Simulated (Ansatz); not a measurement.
Two shapes of doublet H₄O₂(+).

Shape 1:

```xyz
6

O     0.7966    1.2557    0.3852
H     1.1520    1.2592    1.2600
H     0.3521    0.4215    0.2965
O    -0.7334   -1.1652   -0.3830
H    -0.2961   -1.4508   -1.1722
H    -1.5441   -0.7714   -0.6715
```

Shape 2:

```xyz
6

O    -1.4252   -0.0318    0.3355
H    -1.9042   -0.6642   -0.2084
H    -0.5114   -0.1106    0.0156
O     1.3438    0.0205   -0.3263
H     1.6664   -0.1097    0.5732
H     1.4005    0.9748   -0.4535
```

Basis set: def2-SVP (spherical functions). Charge 1, multiplicity 2.

Computed with Ansatz (development build ahead of 0.2.0); each method stands on the lowest determinant of its kind that the runs found.

Problem. Which shape is lower in energy, and by how much in each method?

Solution.

```json
{"method": "UHF", "E(2) − E(1) (eV)": "-0.079"}
{"method": "PBE0 (unrestricted)", "E(2) − E(1) (eV)": "-0.074"}
```

Shape 2 is lower. Caution for UHF: the charge can sit on one fragment and break the point group. Caution for PBE0 (unrestricted): charge can spread falsely over distant fragments.
